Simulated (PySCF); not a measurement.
# Which proton of ethynol is most acidic?

System: ethynol, `C#CO` (C2H2O). Atom numbers as in the mapped SMILES `[CH:1]#[C:2][OH:3]`.

Energies: M06-2X/ma-def2-TZVP (PySCF, density fitting, integration grid level 3) on PBE0-D3(BJ)/ma-def2-SVP structures. The prefix ma- adds one diffuse s and one diffuse p function on all atoms but H. Zero-point and thermal terms (298.15 K, 1 bar) come from unscaled PBE0-D3(BJ)/ma-def2-SVP harmonic frequencies, with soft modes damped to free rotors in the entropy.

| site | product | ΔH(acid) / kJ/mol | ΔG(acid) / kJ/mol | gas share |
| --- | --- | --- | --- | --- |
| O3 (hydroxyl oxygen) | `C#C[O-]` | 1383 | 1352 | > 99.9 % |
| C1 (alkyne carbon) | `[C-]#CO` | 1593 | 1561 | < 0.1 % |

ΔH and ΔG refer to AH → A⁻ + H⁺ in the gas phase. Shares are Boltzmann weights among the listed products; an error of 10 kJ/mol changes a ratio about 56-fold. Sites whose products fell apart, merged with another or lost in a GFN2-xTB screen aren't listed.

Of the listed sites O3 (hydroxyl oxygen) is favoured in the gas phase, 208 kJ/mol ahead of C1 in free energy.

Against the Active Thermochemical Tables (version 1.112): O3 1390 (computed 1383, error -7) kJ/mol.

Differences come from unrounded values, so a last digit can differ from that of the printed terms.
